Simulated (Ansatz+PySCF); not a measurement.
# singlet BH: levels of theory in one basis

| atom | x (Å) | y (Å) | z (Å) |
| --- | --- | --- | --- |
| B | 0.0000 | 0.0000 | -0.3131 |
| H | 0.0000 | 0.0000 | 1.5655 |

Basis set: cc-pVDZ (spherical functions). Frozen core: 1 orbital. Charge 0, multiplicity 1.

Computed with Ansatz (development build ahead of 0.2.0); each method stands on the lowest determinant of its kind that the runs found. NEVPT2 correlates all electrons. Active spaces start from the frontier orbitals, and the lowest solution found is given.

```json
{"method": "RHF", "E − E(RHF) (eV)": "0.00", "<S²> of the determinant": "0.00"}
{"method": "UHF", "E − E(RHF) (eV)": "-0.07", "<S²> of the determinant": "0.37"}
{"method": "RHF-MP2", "E − E(RHF) (eV)": "-1.79", "<S²> of the determinant": "–"}
{"method": "UHF-MP2", "E − E(RHF) (eV)": "-1.55", "<S²> of the determinant": "0.37"}
{"method": "RHF-CCSD(T)", "E − E(RHF) (eV)": "-2.78", "<S²> of the determinant": "–"}
{"method": "UHF-CCSD(T)", "E − E(RHF) (eV)": "-2.77", "<S²> of the determinant": "0.37"}
{"method": "full CI (lowest root of this spin)", "E − E(RHF) (eV)": "-2.80", "<S²> of the determinant": "–"}
{"method": "CASSCF(4,5)", "E − E(RHF) (eV)": "-1.94", "<S²> of the determinant": "–"}
{"method": "CASSCF(2,2)", "E − E(RHF) (eV)": "-0.88", "<S²> of the determinant": "–"}
{"method": "SC-NEVPT2(4,5)", "E − E(RHF) (eV)": "-2.54", "<S²> of the determinant": "–"}
{"method": "SC-NEVPT2(2,2)", "E − E(RHF) (eV)": "-2.12", "<S²> of the determinant": "–"}
```

Question: What does RHF-CCSD give on the same scale?

Answer: -2.72 eV.

At such a shape the full CI root can have another spatial symmetry than the determinants, so the rows needn't describe one state.

Question: Is a single determinant a sound starting point here?

Answer: Only with care. Unrestricted orbitals gain 0.07 eV and <S²> is 0.37 against 0.00 for a pure state, so spin symmetry breaks but gains little energy; restricted orbitals can still serve. The CASSCF(4,5) natural occupations are 1.92, 1.85, 0.10, 0.07, 0.07. The CASSCF(2,2) natural occupations are 1.89, 0.11.

Caution for UHF, UHF-MP2, UHF-CCSD(T): the unrestricted determinant is spin contaminated; the determinant breaks the point group. Caution for RHF-MP2, UHF-MP2, RHF-CCSD, RHF-CCSD(T), UHF-CCSD(T): bonds are stretched, where a single reference can fail. Caution for UHF-MP2: another reference gives a lower total. Caution for CASSCF(2,2), SC-NEVPT2(2,2): other starts end on other solutions of this active space.
